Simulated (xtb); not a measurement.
Species: H6Si2, SMILES `[SiH3][SiH3]` (charge 0, multiplicity 1).

Problem. Give a relaxed geometry from GFN2-xTB run with xtb.

Solution. the end point of this relaxation (outside a Z-matrix the atoms follow the SMILES, hydrogens last).
Z-matrix (Å, degrees):
```
Si
H 1 1.4663
H 1 1.4663 2 106.23
H 1 1.4663 2 106.23 3 -112.82
Si 1 2.3058 2 112.55 4 -123.59
H 5 1.4663 1 112.55 2 -180.00
H 5 1.4663 6 106.23 1 123.59
H 5 1.4663 6 106.23 7 112.82
```
